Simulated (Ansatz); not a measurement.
# AlH3F (doublet): the correlation ladder at distance Al1–H4 along a hydrogen transfer = 1.906 Å, cc-pVDZ

One table from this session's results is given with a row withheld; the runs are named, their logs left out.

Method: cc-pVDZ, core rule «outside noble gas», up to 6 orbitals frozen; program: Ansatz 0.2.0, Gaussian basis.

To be run: UHF; CCSD(T) on ROHF; CCSD(T) on UHF; BCCD(T) on ROHF; CISD; CCSDT(Q) on ROHF; CCSDT(Q) on UHF; CASSCF and MRCISD+Q, 3 electrons in 3 orbitals; CASSCF and NEVPT2, 3 electrons in 3 orbitals.

19 further runs of the same task are left out: 9 for a known fault of the program, 8 that didn't finish, 2 set aside as unsound or not needed.

### What is computed

The geometry derives from fragments relaxed apart (PBE0/def2-TZVP) and kept rigid, so it is no stationary point. A hydrogen atom is moved between rigid fragments.

5 atoms, charge 0, spin multiplicity 2.

Atoms are counted from 1 here; the program's logs count them from 0.

Bond lengths: Al1–H2 1.586 Å, Al1–H3 1.586 Å, Al1–H4 1.906 Å, H4–F5 0.900 Å. Angles: H2–Al1–H3 120.0°, H2–Al1–H4 120.0°, H3–Al1–H4 120.0°, Al1–H4–F5 180.0°.

The first run:

The input, in.yaml:

```yaml
crystal:
  periodic: [false, false, false]
  atoms:
    - {symbol: Al, position_ang: [-1.094451, 0.000000, 0.000000]}
    - {symbol: H, position_ang: [-1.887375, 1.373384, 0.000000]}
    - {symbol: H, position_ang: [-1.887375, -1.373384, 0.000000]}
    - {symbol: H, position_ang: [0.811549, 0.000000, 0.000000]}
    - {symbol: F, position_ang: [1.711549, 0.000000, 0.000000]}
basis:
  gaussian: {orbitals: cc-pVDZ}
magnetization: {spin_polarized: true, initial_magnetization: 1}
hamiltonian: {xc: hf}
output: {orbitals: {seedname: orbitals}}
```

Launch:

```bash
> ansatz run in.yaml --threads 1 --pin off --events-out ev --progress --plain --max-ram 2393MiB
```

Among the steps run: UHF; CCSD(T) on ROHF; CCSD(T) on UHF; BCCD(T) on ROHF; CISD; CCSDT(Q) on ROHF; CCSDT(Q) on UHF; CASSCF and MRCISD+Q, 3 electrons in 3 orbitals; CASSCF and NEVPT2, 3 electrons in 3 orbitals.

One of the session's tables, all rows but one given; the rest of the session is left out.

```
   method  from UCCSDT(Q) (meV)
     ROHF               +8007.0
      UHF               +7958.0
     RMP2                +783.3
     UMP2                +783.8
     CISD                +674.1
    RCCSD                +130.9
    UCCSD                +129.7
 RCCSD(T)                 +28.8
 UCCSD(T)                 +28.5
  BCCD(T)                 +27.3
   RCCSDT                 +12.2
   UCCSDT                     ?
RCCSDT(Q)                  +0.7
UCCSDT(Q)                     0
```

Q: Estimate the row for UCCSDT from the others.

As computed: from UCCSDT(Q) (meV): +11.9. In the column «from UCCSDT(Q) (meV)» it lies between RCCSDT(Q) (+0.7) and RCCSDT (+12.2).

Left out of the table: CASSCF pair, NEVPT2 pair, MRCISD pair, MRCISD+Q pair (the active space lost an orbital or holds another state than full CI finds).

Caveats from the session: Restricted and unrestricted rows rest on different reference determinants; where their highest levels disagree by more than a few hundredths of an eV, they describe different states and don't form one ladder. Warnings in the runs' records: passed over end.
